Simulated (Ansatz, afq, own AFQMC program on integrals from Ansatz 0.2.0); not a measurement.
AFQMC on a folder of integrals that Ansatz 0.2.0 wrote.

```yaml
crystal:
  periodic: [false, false, false]
  atoms:
    - {symbol: Si, position_ang: [-0.033759, 0.033815, 0.033550]}
    - {symbol: H, position_ang: [0.822091, 0.892560, 0.890381]}
    - {symbol: H, position_ang: [-0.893311, -0.820609, 0.890996]}
    - {symbol: H, position_ang: [-0.888489, 0.889350, -0.827599]}
    - {symbol: H, position_ang: [1.900380, -1.903534, -1.888637]}
basis:
  gaussian: {orbitals: 6-31G}
magnetization: {spin_polarized: false}
correlation: {method: ccsd_t, electrons: outside_noble_gas, hamiltonian_folder: ham}
```

```sh
$ ansatz run in.yaml --threads 1 --pin off --events-out ev --progress --plain --max-ram 16896MiB --backend cuda --devices 0, --max-vram 18GiB
```

afq runs on the folder ham with

```
--method phaseless --trial hf --walkers 4000 --populations 20 --least-time 40 --time-step 0.005 --steps-per-block 20 --equilibration-blocks 160 --max-blocks 4000 --target-error 0.0017000 --factor-cut 1e-05 --seed 3446 --taylor-order 6
```

Times are imaginary, in 1/Eh. The walk had a cap of 49 s. With eight or more populations the least sampling time is a fifth of least-time, and the error comes from their spread.

Output of the walk:

```
orbitals 16  electrons 4 4  factors 98 of 268
reference energy -290.97733243 Eh
CCSD correlation -0.15815069 Eh in 13 cycles, weight of the determinant in the CISD state 0.6777
energy of the start -290.977332 Eh
 block  time / (1/Eh)  mean weight  energy / Eh
     1     0.100  1.0002  -290.990412
     2     0.200  1.0003  -291.002016
     3     0.300  1.0005  -291.011256
     4     0.400  1.0006  -291.019828
     5     0.500  1.0005  -291.027084
     7     0.700  1.0003  -291.039519
     9     0.900  1.0003  -291.048157
    13     1.300  1.0003  -291.062787
    25     2.500  0.9999  -291.085377
    37     3.700  0.9999  -291.101277
    49     4.900  1.0001  -291.104288
    61     6.100  1.0000  -291.104635
    73     7.300  0.9999  -291.107892
    85     8.500  0.9999  -291.114032
    97     9.700  1.0001  -291.107883
   109    10.900  1.0000  -291.112874
   121    12.100  1.0001  -291.115236
   133    13.300  1.0001  -291.117545
   145    14.500  0.9998  -291.108927
   157    15.700  1.0001  -291.106215
   163    16.300  1.0000  -291.117690
   169    16.900  0.9998  -291.115983
   181    18.100  0.9999  -291.103526
   193    19.300  0.9997  -291.103209
   205    20.500  1.0000  -291.110129
   217    21.700  0.9998  -291.107658
   229    22.900  1.0002  -291.112892
   235    23.500  1.0000  -291.108856
error from the spread of 20 populations
energy -291.110079 +/- 0.001616 Eh
(rows thinned)
```

The run passed its tests (sampling time, drift between the halves within three errors, error under three times the target), which doesn't prove that it has relaxed.

Against this walk (error 44.0 meV) on the same determinant: CCSD(T) 856.3 meV lower, CCSDT(Q) 848.2 meV lower, CCSDTQ 847.8 meV lower, full CI 847.9 meV lower, a separate phaseless walk with a CISD trial and standard settings 806.8 ± 44.2 meV lower. The error is statistical and leaves out the bias of the constraint. Full CI is exact here, so the walk's 848 meV above it is the walk's own error: the bias of the constraint with this trial. It lies above even CCSD, by 691 meV. The determinant is a poor start (see the cautions), so the low cluster orders aren't to be relied on, and full CI is the sure value.

Cautions: constraint bias not in the error; restricted determinant unstable towards unrestricted (UHF 2.42 eV lower, ⟨S²⟩ 0.96); strong correlation (T1 0.051, weight of the determinant 0.68, largest double 0.62); the CCSD(T) amplitudes may be one of several solutions (largest double 0.62); the CCSDT(Q) amplitudes may be one of several solutions (largest double 0.64); the CCSDTQ amplitudes may be one of several solutions (largest double 0.65).

The walk took 13 s on 1 × NVIDIA H100 80GB HBM3 with 2 threads of AMD EPYC 7R13 Processor (Zen 3) (shared host) (the card was shared). The log's last line is the phaseless energy.

CCSDT and higher add their correlation energy to the determinant of the CCSD(T) run, since their own runs factorise the integrals more tightly (a shift of under 2 meV). A walk keeps the symmetry of its determinant, which the program's search chose and which needn't be the lowest solution, so a lower state of the same spin and another symmetry isn't excluded.
